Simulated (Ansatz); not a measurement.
The cluster S3⁺. Total charge 1; doublet. Geometry PBE-D4/def2-TZVP; atoms count from 1.

```xyz
3

S    -0.642   -0.234    1.619
S    -0.432    0.146   -0.231
S     1.074    0.088   -1.388
```

Another isomer (doublet) lies 0.52 eV lower at PBE0-D4/def2-TZVP; other spin states weren't run for this one.

Q: Estimate the Mulliken populations from the PBE0/def2-TZVP orbitals of Ansatz.

A: 
```tsv
atom	charge (e)	spin (α − β)
S1	0.29	0.43
S2	0.42	0.15
S3	0.29	0.43
```
Mulliken values and Mayer orders depend strongly on the basis.

Q: Where does the spin sit?

A: Summed by element: S 1.00, of 1 unpaired in all. Largest on single atoms: S1 0.43, S3 0.43, S2 0.15.

Q: And the Mayer bond orders between bonded heavy atoms (over 0.3)?

A: S1–S2 1.83 (1.90 Å); S2–S3 1.83 (1.90 Å). Values over 0.3 also appear between atoms too far apart for a bond (S1–S3 0.62 at 3.48 Å); they arise where an orbital or an unpaired electron spreads over both atoms.
